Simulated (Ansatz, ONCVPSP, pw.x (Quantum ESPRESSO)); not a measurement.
# What a changed setting does to a pw.x run (diamond As)

Potential: optimised norm-conserving Vanderbilt (ONCV), ONCVPSP 4.0.1, LDA (Perdew-Wang 92); core [Ar] 3d10, reference 4s2 4p3; waves: 4s: rc 1.50 bohr, ncon 3, nbas 6, qcut 4.2 1/bohr, 2 projectors, debl 2.5 Ha; 4p: rc 2.20 bohr, ncon 5, nbas 9, qcut 3.8 1/bohr, 2 projectors, debl 2.3 Ha; d scattering state at 0.19 Ha: rc 2.58 bohr, ncon 4, nbas 7, qcut 4 1/bohr, 2 projectors, debl 1.9 Ha; local part: polynomial inside 1.50 bohr (lpopt 5, dvloc0 1 Ha); core correction: Teter function, parameters optimised by the program.

The reference run (k-mesh 8³, cutoffs 85/340 Ry, Fermi–Dirac 0.01 Ry, mixing_beta 0.4, conv_thr 1e-9, no spin) gives -0.30 GPa at 26.580 Å³/atom, where all-electron LAPW gives 0.10 GPa. This run, with its own iteration cap, changes nosym to true.

```
&control
  calculation='scf', prefix='x', pseudo_dir='./', outdir='./tmp', tstress=.true., disk_io='none'
/
&system
  ibrav=0, nat=2, ntyp=1, ecutwfc=85, ecutrho=340, nbnd=12,
  occupations='smearing', smearing='fd', degauss=0.01, nosym=.true.
/
&electrons
  conv_thr=1e-09, mixing_beta=0.4, electron_maxstep=60
/
ATOMIC_SPECIES
As 1.0 As.UPF
CELL_PARAMETERS angstrom
  0.00000000 2.98436308 2.98436308
  2.98436308 0.00000000 2.98436308
  2.98436308 2.98436308 0.00000000
ATOMIC_POSITIONS crystal
As 0.0000 0.0000 0.0000
As 0.2500 0.2500 0.2500
K_POINTS automatic
8 8 8 0 0 0
```

```bash
pw.x < As.scf.in > As.scf.out
```

Question: How does the run end?

Answer: It converges in 6 iterations; the free energy moves by +0.0 meV/atom and the pressure by +0.00 GPa. The result is that of the reference run.

```
lattice parameter (alat)  =       7.9756  a.u.
     unit-cell volume          =     358.7415 (a.u.)^3
     number of electrons       =        10.00
     number of Kohn-Sham states=           12
     kinetic-energy cutoff     =      85.0000  Ry
     charge density cutoff     =     340.0000  Ry
     scf convergence threshold =      1.0E-09
     Exchange-correlation= SLA  PW   NOGX NOGC
     number of k points=   260  Fermi-Dirac smearing, width (Ry)=  0.0100
     iteration #  1     ecut=    85.00 Ry     beta= 0.40
     total energy              =     -38.89473627 Ry
     estimated scf accuracy    <       0.01201586 Ry
     iteration #  2     ecut=    85.00 Ry     beta= 0.40
     total energy              =     -38.89375340 Ry
     estimated scf accuracy    <       0.00325846 Ry
     iteration #  3     ecut=    85.00 Ry     beta= 0.40
     total energy              =     -38.89391983 Ry
     estimated scf accuracy    <       0.00005447 Ry
     iteration #  4     ecut=    85.00 Ry     beta= 0.40
     total energy              =     -38.89392848 Ry
     estimated scf accuracy    <       0.00000064 Ry
     iteration #  5     ecut=    85.00 Ry     beta= 0.40
     total energy              =     -38.89392855 Ry
     estimated scf accuracy    <       0.00000036 Ry
     iteration #  6     ecut=    85.00 Ry     beta= 0.40
     the Fermi energy is     4.9891 ev
!    total energy              =     -38.89392857 Ry
     estimated scf accuracy    <          9.5E-10 Ry
     smearing contrib. (-TS)   =      -0.00634248 Ry
     The total energy is F=E-TS. E is the sum of the following terms:
     one-electron contribution =       3.21298346 Ry
     hartree contribution      =       2.58879375 Ry
     xc contribution           =     -20.81014111 Ry
     ewald contribution        =     -23.87922220 Ry
     convergence has been achieved in   6 iterations
          total   stress  (Ry/bohr**3)                   (kbar)     P=       -2.99
     Message from routine punch:
     Nothing written, as per user request (disk_io='none')
```

The run took about 3.6 min on one core of a shared host (Intel(R) Xeon(R) Processor @ 2.60GHz, 24 threads, 32 GiB, load 11).
